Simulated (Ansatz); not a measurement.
## Worked example: correlation energy of GeH2, triplet

Geometry: a point of a bend scan, not a stationary point.

```yaml
atoms:
  - { symbol: Ge, position_ang: [0.0000, -0.0074, 0.0000] }
  - { symbol: H, position_ang: [0.0000, 0.2654, -1.5162] }
  - { symbol: H, position_ang: [0.0000, 0.2654, 1.5162] }
```

Basis cc-pVDZ; Ansatz 0.2.0. Only valence electrons are correlated (noble-gas cores and the filled d shells of p-block atoms frozen), which leaves 6 electrons in 23 orbitals. R marks a restricted (for open shells ROHF) determinant. No spin–orbit coupling is included, and no scalar relativity.

Full CI is exact within this basis and frozen core; it isn't the basis-set limit.

Runs differ by some tens of microhartree through their thresholds and, for an open shell, their frozen cores, so steps under 0.03 kcal/mol mean nothing.

```
    level  total energy (hartree)
      RHF            -2076.399357
     RMP2            -2076.473877
    RCCSD            -2076.496132
 RCCSD(T)            -2076.498121
   RCCSDT            -2076.498734
RCCSDT(Q)            -2076.498787
  full CI            -2076.498781
```

Problem. What is the correlation energy at full CI, and what share of it do RMP2 and RCCSD recover?

Solution. E(corr) = -2076.498781 − (-2076.399357) = -0.099424 hartree = -2.705 eV. RMP2: -0.074520 / -0.099424 = 74.95 %. RCCSD: -0.096775 / -0.099424 = 97.34 %.

Problem. By how many kcal/mol does RCCSD(T) miss full CI (1 hartree = 627.509 kcal/mol), and which steps make up the rest?

Solution. -2076.498121 − (-2076.498781) = 0.000660 hartree = 0.41 kcal/mol. Steps: RCCSDT − RCCSD(T) = -0.38, RCCSDT(Q) − RCCSDT = -0.03, full CI − RCCSDT(Q) = 0.00 kcal/mol. That is within 1 kcal/mol of the reference in this basis, which itself misses far more of the correlation at the basis-set limit.
